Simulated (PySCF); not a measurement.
Species: C₄H₆.
Atom-mapped SMILES: `[CH2:1]=[CH:2][CH:3]=[CH2:4]` (hydrogens: H5, H6 on C1; H7 on C2; H8 on C3; H9, H10 on C4)

Computed, not measured: PySCF, PBE0-D3(BJ)/def2-SVP geometry optimisation, gas phase.

(1) Give the optimised bond lengths and angles.

Results:

(1) 
| bond | length (Å) |
| --- | --- |
| C1=C2, C3=C4 | 1.340 |
| C2–C3 | 1.455 |
| C1–H5, C4–H10 | 1.094 |
| C1–H6, C4–H9 | 1.092 |
| C2–H7, C3–H8 | 1.097 |

Bonds in one row agree within 0.01 Å and their mean is given. A selection of angles:
| angle | degrees |
| --- | --- |
| C2–C1–H5 | 121.2 |
| C2–C1–H6 | 121.6 |
| H5–C1–H6 | 117.1 |
| C1–C2–C3 | 124.3 |
| C1–C2–H7 | 119.3 |
| C3–C2–H7 | 116.4 |

Torsions: C1–C2–C3–C4 180° (antiperiplanar).

The 4 heavy atoms lie in one plane (0.000 Å rms). Of the pairs four or more bonds apart, H5···H8 is among the closest relative to their van der Waals radii: 2.51 Å, 105 % of the sum of Bondi's values. The C–C distances run from 1.340 Å (C1=C2, drawn double) to 1.455 Å (C2–C3, drawn single), a spread of 0.115 Å.

Point group: C2h (tolerance 0.08 Å). PBE0-D3(BJ)/def2-SVP frequencies: not computed here. The numbers are those of one conformer.
